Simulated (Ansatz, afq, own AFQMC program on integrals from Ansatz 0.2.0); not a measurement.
**SiHO, doublet: a scan with AFQMC**

```tsv
atom	x (Å)	y (Å)	z (Å)
Si	0.0000	-0.1016	0.5148
O	0.0000	0.1077	-0.9938
H	0.0000	1.1216	1.4308
```

The Si1–H3 distance is changed with both sides rigid. Energies in eV count from this geometry (1.528 Å) at the same level; the start stands on UHF, each point on the determinant named.

Basis cc-pVDZ. Only valence electrons are correlated. AFQMC by an in-house program on the Cholesky factors that Ansatz 0.2.0 writes for its CCSD(T) run. The CISD trial takes its coefficients from CCSD amplitudes. Released means that phaseless walkers are propagated on without the constraint, phases kept. Uncertainties: one standard error, sampling alone.

Cautions, each for one point or more: unrestricted determinant slightly spin contaminated.

```
r(Si1–H3) / Å  det.     T1  weight  ⟨S²⟩    MP2   CCSD  CCSD(T)
        1.723   UHF  0.034    0.87  0.79  0.188  0.167    0.155
        2.140   UHF  0.036    0.86  0.84  0.757  0.758    0.728
        2.777   UHF  0.031    0.87  0.76  0.756  0.884    0.861
        4.219   UHF  0.030    0.87  0.75  0.695  0.840    0.819
```

Problem. Estimate the curve of phaseless AFQMC with a CISD trial, counted from the same start.

Solution. 
```
r(Si1–H3) / Å  det.     T1  weight  ⟨S²⟩  ph-AFQMC/CISD  released AFQMC  CCSDT(Q)
        1.723   UHF  0.034    0.87  0.79  0.119 ± 0.035  0.053 ± 0.055*     0.151
        2.140   UHF  0.036    0.86  0.84  0.730 ± 0.034  0.678 ± 0.050*     0.723
        2.777   UHF  0.031    0.87  0.76  0.908 ± 0.037               –     0.868
        4.219   UHF  0.030    0.87  0.75  0.849 ± 0.031  0.813 ± 0.042*     0.827
```

Weight is that of the determinant in the CISD state; at the start T1 is 0.033 and the weight 0.87, and ⟨S²⟩ is 0.77. An asterisk marks released energies that aren't shown to be converged. A dash marks a missing value, a released energy that hasn't settled or a functional that sits on another state. Largest departures from phaseless AFQMC with a CISD trial: CCSD(T) -0.046 eV at 2.777 (on UHF) (within the noise), CCSDT(Q) -0.039 eV at 2.777 (on UHF) (within the noise), MP2 -0.153 eV at 4.219 (on UHF), CCSD 0.048 eV at 1.723 (on UHF) (within the noise). The walk's constraint bias lies outside its error bars, so these are departures and not errors.

CCSDT and higher add their correlation energy to the determinant of the CCSD(T) run, since their own runs factorise the integrals more tightly (a shift of under 2 meV). A walk keeps the symmetry of its determinant, which the program's search chose and which needn't be the lowest solution, so a lower state of the same spin and another symmetry isn't excluded.
